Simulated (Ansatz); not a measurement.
# AlH₂O+ (singlet): wave-function methods side by side, cc-pVDZ

The task here is to estimate one member of a computed series from the others.

Method: cc-pVDZ, core rule «outside noble gas», up to 6 orbitals frozen; program: Ansatz 0.2.0, Gaussian basis.

To be run: UHF; CCSD(T) on RHF; BCCD(T) on RHF; CISD; CCSDT(Q) on RHF.

36 further runs of the same task are left out: 16 for a known fault of the program, 7 that didn't finish, 13 set aside as unsound or not needed.

### The system

The geometry is a PBE0/def2-TZVP stationary point (not a proven minimum) of the parent state, kept for this charge and spin.

4 atoms, charge 1, spin multiplicity 1.

Atoms are counted from 1 here; the program's logs count them from 0.

Bond lengths: Al1–O2 1.700 Å, Al1–H3 1.613 Å, O2–H4 0.957 Å. Angles: O2–Al1–H3 118.4°, Al1–O2–H4 124.9°.

Set-up of the first run:

Contents of in.yaml:

```yaml
crystal:
  periodic: [false, false, false]
  atoms:
    - {symbol: Al, position_ang: [0.000000, -0.079020, 0.634433]}
    - {symbol: O, position_ang: [0.000000, 0.000201, -1.063260]}
    - {symbol: H, position_ang: [0.000000, 1.302005, 1.467317]}
    - {symbol: H, position_ang: [0.000000, 0.810086, -1.572931]}
basis:
  gaussian: {orbitals: cc-pVDZ}
total_charge: 1
magnetization: {spin_polarized: true, initial_magnetization: 0}
hamiltonian: {xc: hf}
output: {orbitals: {seedname: orbitals}}
```

Started as:

```sh
ansatz run in.yaml --threads 1 --pin off --events-out ev --progress --plain --max-ram 2393MiB
```

Steps of the session up to this table: UHF; CCSD(T) on RHF; BCCD(T) on RHF; CISD; CCSDT(Q) on RHF.

One table of the session follows, with a row left open; its other results are not shown here.

It belongs to the step «Misses and costs». 

| method | from RCCSDT(Q) (kJ/mol) |
| --- | --- |
| RHF | +687.4 |
| RMP2 | +55.9 |
| CISD | +62.5 |
| RCCSD | +17.9 |
| RCCSD(T) | +3.3 |
| BCCD(T) | +3.1 |
| RCCSDT | ? |
| RCCSDT(Q) | 0 |

Estimate the missing values for RCCSDT.

The run gave: from RCCSDT(Q) (kJ/mol): +2.1. In the column «from RCCSDT(Q) (kJ/mol)» it lies between RCCSDT(Q) (0) and BCCD(T) (+3.1).
